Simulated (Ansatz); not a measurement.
# CHO (doublet): from Hartree-Fock to the top rungs, cc-pVDZ

Aim: climb from Hartree-Fock through coupled cluster and multireference methods for CHO (doublet) at one geometry and basis, and see what each rung misses.

The runs use Ansatz 0.2.0, Gaussian basis; cc-pVDZ, core rule «outside noble gas», up to 2 orbitals frozen.

Plan: UHF; CCSD(T) on ROHF; CCSD(T) on UHF; BCCD(T) on ROHF; CISD; CCSDT(Q) on ROHF; CCSDT(Q) on UHF; CISDTQ; CCSDTQ on ROHF; CCSDTQ on UHF; CASSCF and MRCISD+Q, 11 electrons in 9 orbitals; CASSCF and NEVPT2, 11 electrons in 9 orbitals.

24 further runs of the same task are left out: 6 for a known fault of the program, 1 that didn't finish, 17 set aside as unsound or not needed.

## Step 1: What is computed

The geometry is an MP2(full)/6-31G* stationary point (not a proven minimum).

3 atoms, charge 0, spin multiplicity 2.

Atoms are counted from 1 here; the program's logs count them from 0.

Bond lengths: C1–O2 1.191 Å, C1–H3 1.124 Å. Angles: O2–C1–H3 123.4°.

As a file:

```xyz
3
charge 0, multiplicity 2
C     0.03259    0.63512    0.00000
O     0.03259   -0.55572    0.00000
H    -0.90580    1.25295    0.00000
```

## Step 2: UHF

in.yaml

```yaml
crystal:
  periodic: [false, false, false]
  atoms:
    - {symbol: C, position_ang: [0.032595, 0.635122, 0.000000]}
    - {symbol: O, position_ang: [0.032595, -0.555718, 0.000000]}
    - {symbol: H, position_ang: [-0.905800, 1.252951, 0.000000]}
basis:
  gaussian: {orbitals: cc-pVDZ}
magnetization: {spin_polarized: true, initial_magnetization: 1}
hamiltonian: {xc: hf}
output: {orbitals: {seedname: orbitals}}
```

Started as:

```
$ ansatz run in.yaml --threads 1 --pin off --events-out ev --progress --plain --max-ram 3020MiB --backend cpu
```

The runs that follow: CCSD(T) on ROHF; CCSD(T) on UHF; BCCD(T) on ROHF; CISD; CCSDT(Q) on ROHF; CCSDT(Q) on UHF; CISDTQ; CCSDTQ on ROHF; CCSDTQ on UHF; CASSCF and MRCISD+Q, 11 electrons in 9 orbitals; CASSCF and NEVPT2, 11 electrons in 9 orbitals.

Q: Predict the results of all the runs planned. Wanted: UCCSDTQ below the RHF energy; RMP2 from UCCSDTQ; UMP2 from UCCSDTQ; RCCSD from UCCSDTQ; RCCSD(T) from UCCSDTQ; UCCSD(T) from UCCSDTQ; RCCSDT(Q) from UCCSDTQ; UCCSDT(Q) from UCCSDTQ; NEVPT2 valence from UCCSDTQ.

As calculated:

| quantity | value |
| --- | --- |
| UCCSDTQ below the RHF energy | -8.8728 eV |
| RMP2 from UCCSDTQ | +600.4 meV |
| UMP2 from UCCSDTQ | +641.7 meV |
| RCCSD from UCCSDTQ | +344.3 meV |
| RCCSD(T) from UCCSDTQ | +44.4 meV |
| UCCSD(T) from UCCSDTQ | +46.0 meV |
| RCCSDT(Q) from UCCSDTQ | -0.2 meV |
| UCCSDT(Q) from UCCSDTQ | -5.4 meV |
| NEVPT2 valence from UCCSDTQ | +1047.9 meV |
| MRCISD+Q valence from UCCSDTQ | +33.4 meV |
| levels within 1 kcal/mol (43 meV) | RCCSDT, UCCSDT, RCCSDT(Q), UCCSDT(Q), RCCSDTQ, MRCISD+Q valence |
| T1 diagnostic | 0.029 |
| effectively unpaired electrons | 1.04 |

In words: RCCSD(T) lands +44.4 meV from the yardstick (0.5 % of the correlation energy). One determinant dominates. Of the multireference levels listed MRCISD+Q valence comes nearest in total energy (+33.4 meV), which doesn't show that its space is the better one. These misses are within one basis, not against nature; the frozen cores of restricted and unrestricted runs differ, which can shift their rows.
